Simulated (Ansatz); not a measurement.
## What each rung costs, and what it gives

Saddle point of CH₆N, doublet (CH₅N ([CH3][NH2]) + H → CH₄N ([CH3][NH]) + H₂; bonds formed: H1–H4; bonds broken: H1–N2), PBE0-D4/def2-TZVP structure:

H1  (-1.192, -0.394, 0.608)
N2  (-0.605, 0.558, 0.006)
C3  (0.794, 0.201, -0.103)
H4  (-1.503, -1.241, 0.800)
H5  (-1.032, 0.472, -0.919)
H6  (1.236, 0.140, 0.892)
H7  (1.309, 1.001, -0.648)
H8  (0.993, -0.736, -0.636)
(Å)

Barriers are electronic and count from the start structure reached by relaxing down the imaginary mode. Spin–orbit coupling is left out.

Program: Ansatz 0.2.0. Basis: as named in each row. Cores are frozen in the correlated methods; orbitals are unrestricted. B3LYP uses VWN-RPA correlation. Extrapolation: Hartree–Fock as exp(−7.88 √X), correlation as X^−2.97.

Times are rough, for one single point on 2 threads of a shared host (Arm Neoverse V1).

The estimate by CCSD(T) at an estimated basis limit (MP2 extrapolated from triple and quadruple zeta, plus CCSD(T) − MP2 in triple zeta) is 11.99 kcal/mol.

```json
{"method": "HF", "basis": "STO-3G", "time (s)": "under 1", "barrier (kcal/mol)": "9.43", "method less estimate": "-2.56"}
{"method": "PBE-D4", "basis": "STO-3G", "time (s)": "under 1", "barrier (kcal/mol)": "-16.80", "method less estimate": "-28.79"}
{"method": "SPW92", "basis": "def2-SVP", "time (s)": "under 1", "barrier (kcal/mol)": "-0.96", "method less estimate": "-12.95"}
{"method": "B3LYP-D4", "basis": "6-31G", "time (s)": "under 1", "barrier (kcal/mol)": "3.04", "method less estimate": "-8.95"}
{"method": "PBE-D4", "basis": "def2-SVP", "time (s)": "under 1", "barrier (kcal/mol)": "2.40", "method less estimate": "-9.59"}
{"method": "PBE0-D4", "basis": "def2-SVP", "time (s)": "under 1", "barrier (kcal/mol)": "7.08", "method less estimate": "-4.91"}
{"method": "SPW92", "basis": "def2-TZVPP", "time (s)": "1", "barrier (kcal/mol)": "0.26", "method less estimate": "-11.73"}
{"method": "PBE-D4", "basis": "def2-TZVPP", "time (s)": "2", "barrier (kcal/mol)": "3.55", "method less estimate": "-8.44"}
{"method": "CCSD(T)", "basis": "def2-SVP", "time (s)": "2", "barrier (kcal/mol)": "12.63", "method less estimate": "0.64"}
{"method": "BLYP-D4", "basis": "def2-TZVPP", "time (s)": "2", "barrier (kcal/mol)": "1.01", "method less estimate": "-10.98"}
{"method": "BHLYP-D4", "basis": "def2-TZVPP", "time (s)": "2", "barrier (kcal/mol)": "8.86", "method less estimate": "-3.13"}
{"method": "PBE0-D4", "basis": "def2-TZVPP", "time (s)": "2", "barrier (kcal/mol)": "7.69", "method less estimate": "-4.30"}
{"method": "B3LYP-D4", "basis": "def2-TZVPP", "time (s)": "2", "barrier (kcal/mol)": "4.48", "method less estimate": "-7.51"}
{"method": "CAM-B3LYP-D4", "basis": "def2-TZVPP", "time (s)": "3", "barrier (kcal/mol)": "7.22", "method less estimate": "-4.77"}
{"method": "r2SCAN-D4", "basis": "def2-TZVPP", "time (s)": "3", "barrier (kcal/mol)": "2.92", "method less estimate": "-9.07"}
{"method": "wB97M-V", "basis": "def2-SVP", "time (s)": "3", "barrier (kcal/mol)": "9.28", "method less estimate": "-2.71"}
{"method": "PBE-QIDH", "basis": "def2-TZVPP", "time (s)": "3", "barrier (kcal/mol)": "12.92", "method less estimate": "0.93"}
{"method": "RPA on PBE", "basis": "def2-TZVPP", "time (s)": "4", "barrier (kcal/mol)": "9.49", "method less estimate": "-2.50"}
{"method": "B2PLYP", "basis": "def2-TZVPP", "time (s)": "4", "barrier (kcal/mol)": "8.99", "method less estimate": "-3.00"}
{"method": "r2SCAN0-D4", "basis": "def2-TZVPP", "time (s)": "4", "barrier (kcal/mol)": "6.08", "method less estimate": "-5.91"}
{"method": "B97M-V", "basis": "def2-TZVPP", "time (s)": "7", "barrier (kcal/mol)": "5.23", "method less estimate": "-6.76"}
{"method": "wB97X-V", "basis": "def2-TZVPP", "time (s)": "7", "barrier (kcal/mol)": "10.24", "method less estimate": "-1.75"}
{"method": "wB97M-V", "basis": "def2-TZVPP", "time (s)": "8", "barrier (kcal/mol)": "10.21", "method less estimate": "-1.78"}
{"method": "MP2", "basis": "def2-QZVPP", "time (s)": "10", "barrier (kcal/mol)": "18.70", "method less estimate": "6.71"}
{"method": "CCSD(T)", "basis": "def2-TZVPP", "time (s)": "45", "barrier (kcal/mol)": "11.58", "method less estimate": "-0.41"}
```

All methods are single points on the PBE0-D4 structures; a negative value means that the method puts the saddle structure below the start.

The T1 diagnostic stays at or below 0.018. ⟨S²⟩ of the unrestricted Hartree–Fock references: 0.75 to 0.79 (a pure state has 0.75).

Labels in which every atom is bracketed show which atoms are joined, not bond orders.
